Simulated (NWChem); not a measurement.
Molecule: dichloromethane (CH$_{2}$Cl$_{2}$); SMILES ClCCl

Computed with NWChem. Pople sets run with spherical d functions. Structure relaxed at the PBE-D3(BJ)/def2-SVP level. Level: M06-2X/6-31G* with SMD (1 M gas to 1 M solution), gas-phase geometry.

Q: Order these by “solvation free energy (kcal/mol)”, lowest first: 1,4-dioxane; water; acetone.

A: acetone (-5.5), 1,4-dioxane (-3.3), water (-2.3)
